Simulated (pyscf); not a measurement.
Structures and frequencies: ωB97X-D3(BJ)/def2-SVP in PySCF.

SMILES: [CH3][In]([NH2])[NH2]
```xyz
11

C     -1.4847    -0.7567    -2.0541
In    -0.0776     0.7717    -1.5267
N     -0.4899     2.2818    -0.2391
N      1.8118     0.8490    -2.2569
H     -2.4973    -0.3395    -2.1549
H     -1.2013    -1.2353    -3.0028
H     -1.5065    -1.5281    -1.2690
H     -1.4457     2.5418    -0.0200
H      0.1062     3.1020    -0.1935
H      2.2443     0.0390    -2.6883
H      2.5224     1.4167    -1.8065
```
Charge 0, spin multiplicity 1.

Problem. What is the homolytic dissociation enthalpy (298 K, ωB97M-D3(BJ)/def2-TZVP) of the In–N bond of H₃C–In(NH₂)–NH₂, to [H₃C–In–NH₂]• + NH₂•?

Solution. In–N to [H₃C–In–NH₂]• + NH₂•: 73.4 kcal/mol. The 7 functionals that were run give +67.6 (r²SCAN) to +76.3 kcal/mol (ωB97X-D3(BJ)). The radicals are drawn with the spin at the cut bond; how far it spreads was not checked. Other isomers of [H₃C–In–NH₂]• were not searched in full and may lie lower. Elements past Kr carry the def2 core potentials, without spin-orbit coupling.
